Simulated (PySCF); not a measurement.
Method: PySCF energies plus ideal-gas RRHO corrections (1 bar). 'Table' is the NASA 1993 thermochemical table (part measured, part estimated). 6-31G* has spherical d functions here. All species are closed-shell singlets. B3LYP is the form with VWN-RPA correlation. The harmonic model lacks anharmonicity and excited electronic states, which grow with temperature; levels with a mode under 35 cm⁻¹ are left out. The table's entry may be an old estimate for B₂O₂ (not checked at source).

Harmonic frequencies at B3LYP/6-31G* (cm⁻¹): 216, 216, 506, 506, 620, 1973, 2146. Point group D∞h; S°(298 K) = 247.1 J/mol/K at this level.

### Question
Work out Cp and S° of gaseous B₂O₂ at 500, 800, 1200, 1600, 2000 K from these, and set them beside the table.

### Answer
| T (K) | Cp B3LYP/6-31G* | Cp table | S° B3LYP/6-31G* | S° table |
|---|---|---|---|---|
| 500 | 67.2 | 66.8 | 279.8 | 274.7 |
| 800 | 74.5 | 74.5 | 313.1 | 308.0 |
| 1200 | 80.0 | 79.9 | 344.5 | 339.4 |
| 1600 | 82.7 | 82.8 | 367.9 | 362.8 |
| 2000 | 84.2 | 84.5 | 386.5 | 381.5 |
Units J/mol/K.
